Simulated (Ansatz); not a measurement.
# CH2O3: the cost of one run

Method: the levels named in each step, in Ansatz 0.2.0.

### 1 The starting structure

Bond lengths: O2–C3 1.140 Å, C3–O4 1.147 Å, O1–H5 0.968 Å, O1–H6 0.951 Å. Angles: O2–C3–O4 177.3°, H5–O1–H6 107.2°.

Structure file:

```xyz
6

O     1.7916   -0.2842    0.5087
O    -0.5938   -0.4698   -1.1754
C    -0.7401    0.1170   -0.2085
O    -0.9384    0.7157    0.7498
H     2.4539   -0.7693   -0.0047
H     2.2175    0.0198    1.3022
```

### 2 A rough first relaxation, PBE-D4/def2-SVP

This run stands in another session on the same molecule. It ended at:

```xyz
6

O     1.8007   -0.6593    0.7252
O    -0.4790   -0.4610   -1.1971
C    -0.6238    0.1276   -0.1902
O    -0.8313    0.7506    0.7847
H     2.2821   -0.6027   -0.1209
H     2.0419    0.1740    1.1704
```

### 3 Relaxation, PBE0-D4/def2-TZVPP

This run stands in another session on the same molecule. It ended at:

```xyz
6

O     1.8121   -0.4384    0.5953
O    -0.6259   -0.4446   -1.2122
C    -0.7816    0.1444   -0.2288
O    -0.9782    0.7443    0.7406
H     2.4998   -0.7296   -0.0043
H     2.2645    0.0532    1.2815
```

### 4 Frequencies, PBE0-D4/def2-TZVPP

The input, input.yaml:

```yaml
crystal:
  periodic: [false, false, false]
  atoms:
    - { symbol: O, position_ang: [1.8121036, -0.43843022, 0.59529108] }
    - { symbol: O, position_ang: [-0.6259067, -0.44464039, -1.21219526] }
    - { symbol: C, position_ang: [-0.78163265, 0.14438884, -0.22880577] }
    - { symbol: O, position_ang: [-0.9782005, 0.74429964, 0.74060527] }
    - { symbol: H, position_ang: [2.49978729, -0.72964501, -0.00426904] }
    - { symbol: H, position_ang: [2.26449895, 0.05319714, 1.28146372] }
basis:
  gaussian: { orbitals: def2-TZVPP }
hamiltonian:
  xc: pbe0
  dispersion: d4
phonons: {}
```

Launch:

```sh
$ ansatz run input.yaml --threads 4 --pin off --max-ram 10240MiB --backend cpu --events-out ev --progress --plain --runs-dir out
```

What time and memory should one allow on 4 threads of Arm Neoverse N1, shared host?

About 43 s, with a peak of 0.23 GiB.
